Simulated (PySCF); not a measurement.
How methods differ on the ionisation energy of C

C [He] 2s2 2p2 (3P) → C+ [He] 2s2 2p1 (2P), as a difference of total energies. Calculation: PySCF 2.14, in aug-cc-pCVTZ-DK with one added diffuse shell each of s, p, d, f type (8s7p5d3f, 75 functions); scalar relativity by spin-free X2C-1e. Correlated levels: valence: 1s2 frozen; valence and next inner shell: nothing frozen. The calculations carry no spin-orbit coupling.

```tsv
method	ionisation energy (eV)	error (eV)
UHF	10.792	-0.470
LDA	11.684	+0.422
PBE	11.536	+0.274
PBE0	11.508	+0.246
r2SCAN	11.663	+0.401
B2PLYP	11.335	+0.073
BLYP	11.397	+0.135
wB97X-V	11.342	+0.080
r2SCAN0	11.603	+0.341
MP2 (valence)	11.248	-0.014
SCS-MP2 (valence)	11.117	-0.145
MP2 (valence and next inner shell)	11.265	+0.003
SCS-MP2 (valence and next inner shell)	11.127	-0.135
```

Reference: 11.262 eV (measured; NIST levels, between the centres of gravity of the two terms).

Errors of the correlated levels include the incompleteness of this basis and the frozen core.
